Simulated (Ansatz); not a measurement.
Rock-salt TiC

The numbers are results of r²SCAN+rVV10 in Ansatz (plane waves, PAW), not measurements.

Settings: plane-wave cutoff 600 eV, 26×26×26 k mesh, Fermi–Dirac smearing 0.062 eV (set by the program), no spin polarisation, scalar-relativistic PAW data made under PBE.

Cell: relaxed at this level.

- elastic constant C11 = 542 GPa
- elastic constant C12 = 128 GPa
- elastic constant C44 = 190 GPa
- Voigt–Reuss–Hill bulk modulus = 266 GPa
- Voigt–Reuss–Hill shear modulus (Hill average) = 197 GPa
- Young modulus = 474 GPa
- Poisson ratio = 0.203

Measured, for comparison: elastic constant C11 500 GPa (temperature not stated, no zero-point or thermal correction, our sources range from 500 to 514; as tabulated in Jochym et al. (1999), arXiv:1301.6077); elastic constant C12 113 GPa (temperature not stated, no zero-point or thermal correction, our sources range from 106 to 113; as tabulated in Jochym et al. (1999), arXiv:1301.6077); elastic constant C44 175 GPa (temperature not stated, no zero-point or thermal correction; as tabulated in Jochym et al. (1999), arXiv:1301.6077). Computed (rounded) less measured: elastic constant C11 +8 % (+5 % to +8 % over the range), elastic constant C12 +13 % (+13 % to +21 % over the range), elastic constant C44 +9 %. A static lattice is as a rule a little smaller and stiffer than an uncorrected measurement, which narrows the difference in the elastic constant C11, elastic constant C44 and would widen misses of the other sign.

Elastic constants are with the ions relaxed.

Ansatz is a quantum-chemistry and plane-wave program.
